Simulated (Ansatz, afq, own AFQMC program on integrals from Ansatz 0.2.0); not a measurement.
AFQMC on a folder of integrals that Ansatz 0.2.0 wrote.

```yaml
crystal:
  periodic: [false, false, false]
  atoms:
    - {symbol: Si, position_ang: [0.000000, -0.118077, 0.948424]}
    - {symbol: B, position_ang: [0.000000, 0.162875, -2.132793]}
    - {symbol: H, position_ang: [0.000000, 1.062854, 1.870293]}
    - {symbol: H, position_ang: [0.000000, 1.274512, -2.578144]}
    - {symbol: H, position_ang: [0.000000, -0.794196, -2.843298]}
basis:
  gaussian: {orbitals: cc-pVDZ}
magnetization: {spin_polarized: false, initial_magnetization: 2}
correlation: {method: ccsd_t, electrons: outside_noble_gas, hamiltonian_folder: ham}
```

```sh
$ ansatz run in.yaml --threads 1 --pin off --events-out ev --progress --plain --max-ram 1382MiB
```

Options of the walk:

```
--method phaseless --trial hf --walkers 120 --populations 1 --least-time 40 --time-step 0.005 --steps-per-block 20 --equilibration-blocks 160 --max-blocks 600 --target-error 0.00228 --factor-cut 1e-05 --start spin_pure --seed 7923 --taylor-order 6
```

Times are imaginary, in 1/Eh. The walk had a cap of 1573 s.

Output of the walk:

```
orbitals 41  electrons 6 4  factors 302 of 449
reference energy -315.17971156 Eh
CCSD correlation -0.19181928 Eh in 17 cycles, weight of the determinant in the CISD state 0.8025
energy of the start -315.179712 Eh
 block  time / (1/Eh)  mean weight  energy / Eh
     1     0.100  1.0016  -315.210077
     2     0.200  1.0016  -315.235277
     3     0.300  1.0021  -315.255489
     4     0.400  1.0006  -315.266564
     5     0.500  1.0022  -315.283609
     8     0.800  1.0007  -315.323359
    15     1.500  0.9985  -315.353972
    57     5.700  1.0003  -315.360798
    99     9.900  1.0012  -315.389761
   141    14.100  0.9993  -315.358629
   183    18.300  1.0005  -315.361343
   225    22.500  1.0002  -315.390770
   267    26.700  1.0016  -315.371592
   309    30.900  1.0002  -315.375893
   351    35.100  0.9998  -315.388961
   393    39.300  0.9986  -315.380045
   435    43.500  1.0011  -315.400264
   449    44.900  1.0020  -315.403868
   477    47.700  0.9999  -315.366135
   519    51.900  1.0008  -315.357821
   533    53.300  0.9999  -315.338844
   547    54.700  0.9998  -315.367822
blocks merged  error / Eh  count
     1  0.000622  400
     2  0.000839  200
     4  0.001103  100
     8  0.001474  50
    16  0.001676  25
    32  0.002251  12
energy -315.374303 +/- 0.001676 Eh
(rows thinned)
```

The run passed its tests (sampling time, drift between the halves within three errors, error under three times the target), which doesn't prove that it has relaxed.

Against this walk (error 45.6 meV) on the same determinant: CCSD(T) 61.0 meV lower (within the noise), CCSDT(Q) 139.9 meV lower. The error is statistical and leaves out the bias of the constraint. None of these is a sure reference here.

Cautions: constraint bias not in the error; lower spins were not checked; higher spins were not checked; a spin-contaminated unrestricted determinant lies lower (UHF 311 meV lower, ⟨S²⟩ 2.17); strong correlation (T1 0.062, weight of the determinant 0.80, largest double 0.10); the bias of populations of 120 walkers isn't removed.

The walk took 7 min on 1 thread of Arm Neoverse N1, with other jobs on the host. The log's last line is the phaseless energy.

CCSDT and higher add their correlation energy to the determinant of the CCSD(T) run, since their own runs factorise the integrals more tightly (a shift of under 2 meV). A walk keeps the symmetry of its determinant, which the program's search chose and which needn't be the lowest solution, so a lower state of the same spin and another symmetry isn't excluded.
